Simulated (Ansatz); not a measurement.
**PH (quintet): the correlation ladder, aug-cc-pVDZ**

Aim: climb from Hartree-Fock through coupled cluster and multireference methods for PH (quintet) at one geometry and basis, and see what each rung misses.

Program: Ansatz 0.2.0, Gaussian basis. Level of theory: aug-cc-pVDZ, core rule «outside noble gas», up to 5 orbitals frozen. These are calculated values, not measurements.

Plan: UHF; CCSD(T) on ROHF; CCSD(T) on UHF; BCCD(T) on ROHF; CISD; CCSDT(Q) on ROHF; CCSDT(Q) on UHF; CASSCF and MRCISD+Q, 6 electrons in 5 orbitals; CASSCF and NEVPT4(SD), 6 electrons in 5 orbitals; CASSCF and NEVPT2, 6 electrons in 5 orbitals; Full CI.

22 further runs of the same task are left out: 1 for a mislabelled method, 8 that didn't finish, 13 set aside as unsound or not needed.

### 1 The system

The geometry is a PBE0/def2-TZVP stationary point (not a proven minimum) of the parent state, kept for this charge and spin.

2 atoms, charge 0, spin multiplicity 5.

Atoms are counted from 1 here; the program's logs count them from 0.

Bond lengths: P1–H2 1.428 Å.

As a file:

```xyz
2
HP
P     0.00000    0.00000    0.00000
H     0.00000    0.00000    1.42820
```

### 2 UHF

in.yaml

```yaml
crystal:
  periodic: [false, false, false]
  atoms:
    - {symbol: P, position_ang: [0.000000, 0.000000, 0.000000]}
    - {symbol: H, position_ang: [0.000000, 0.000000, 1.428200]}
basis:
  gaussian: {orbitals: aug-cc-pVDZ}
magnetization: {spin_polarized: true, initial_magnetization: 4}
hamiltonian: {xc: hf}
output: {orbitals: {seedname: orbitals}}
```

Started as:

```console
$ ansatz run in.yaml --threads 1 --pin off --events-out ev --progress --plain --max-ram 2393MiB
```

The runs that follow: CCSD(T) on ROHF; CCSD(T) on UHF; BCCD(T) on ROHF; CISD; CCSDT(Q) on ROHF; CCSDT(Q) on UHF; CASSCF and MRCISD+Q, 6 electrons in 5 orbitals; CASSCF and NEVPT4(SD), 6 electrons in 5 orbitals; CASSCF and NEVPT2, 6 electrons in 5 orbitals; Full CI.

**Question.** What will the summary of the whole plan be? Wanted: FCI below the RHF energy; RMP2 from FCI; UMP2 from FCI; RCCSD from FCI; RCCSD(T) from FCI; UCCSD(T) from FCI; RCCSDT(Q) from FCI; UCCSDT(Q) from FCI; NEVPT2 valence from FCI.

As calculated:

```
                         quantity                                                                                value
         FCI below the RHF energy                                                                           -2.6094 eV
                    RMP2 from FCI                                                                         +58.2 kJ/mol
                    UMP2 from FCI                                                                         +61.2 kJ/mol
                   RCCSD from FCI                                                                          +7.8 kJ/mol
                RCCSD(T) from FCI                                                                          +1.9 kJ/mol
                UCCSD(T) from FCI                                                                          +1.9 kJ/mol
               RCCSDT(Q) from FCI                                                                          +0.1 kJ/mol
               UCCSDT(Q) from FCI                                                                          +0.1 kJ/mol
          NEVPT2 valence from FCI                                                                         +64.9 kJ/mol
      NEVPT4(SD) valence from FCI                                                                          +7.2 kJ/mol
        MRCISD+Q valence from FCI                                                                          +1.0 kJ/mol
levels within 1 kcal/mol (43 meV)  RCCSD(T), UCCSD(T), BCCD(T), RCCSDT, UCCSDT, RCCSDT(Q), UCCSDT(Q), MRCISD+Q valence
                    T1 diagnostic                                                                                0.034
   effectively unpaired electrons                                                                                 4.02
```

RCCSD(T) misses by +1.9 kJ/mol, 0.8 % of the correlation energy. One determinant dominates. Of the multireference levels listed MRCISD+Q valence comes nearest in total energy (+1.0 kJ/mol), which doesn't show that its space is the better one. These misses are within one basis, not against nature; the frozen cores of restricted and unrestricted runs differ, which can shift their rows.
